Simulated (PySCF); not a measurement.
Gas-phase reaction: 4 NH₂ + SiH₄ → Si(NH₂)₄ + 2 H₂

Energies from PySCF, thermal terms from the rigid-rotor harmonic-oscillator model, ideal gas at 1 bar. † marks an energy on the PBE0/def2-TZVP geometry and frequencies. CCSD(T) freezes the core. Open shells (unrestricted): NH₂ (multiplicity 2); the rest are closed-shell singlets. Si(NH₂)₄: computed as isolated molecules; such fragments, hydroxides, amides, oligomers or adducts are transient or little studied in the gas. CCSD(T) isn't extrapolated to the basis-set limit.

CCSD(T)/def2-SVP† gives ΔH°(298 K) = -1014 kJ.

Task: What do BLYP/def2-TZVP†, HF/def2-TZVP†, LDA/def2-TZVP† give?

Result: BLYP/def2-TZVP†: -1044 kJ; HF/def2-TZVP†: -764 kJ; LDA/def2-TZVP†: -1350 kJ. For scale, ΔH°(298 K) is -1014 kJ at this level, -1146 kJ at ωB97M-V/def2-TZVP†, and runs from -1350 to -720 kJ over the 18 levels computed.
